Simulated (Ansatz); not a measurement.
For hcp Cd, LDA (Ansatz, a program for electronic structure, PAW) gives:

* **lattice constant a**: 2.903 Å
* **c axis length**: 5.497 Å

What does r²SCAN+rVV10 (PAW; Ansatz) give for the same quantities?


- lattice constant a: 2.958 Å (goes up by 1.9 %)
- lattice parameter c: 5.628 Å (rises by 2.4 %)

For comparison: lattice constant a 2.979 Å (measured, 293 K, not corrected to a static lattice; as tabulated in Wikipedia's data pages); lattice parameter c 5.617 Å (measured, 293 K, not corrected to a static lattice; as tabulated in Wikipedia's data pages).

Changes are worked out from the printed values.

Unless a cell is named, each level is at its own relaxed cell (LDA 20.06, r²SCAN+rVV10 21.33 Å³/atom).

Ansatz's density-functional and Hartree–Fock values are scalar-relativistic unless marked +SOC, with PAW data made under PBE.
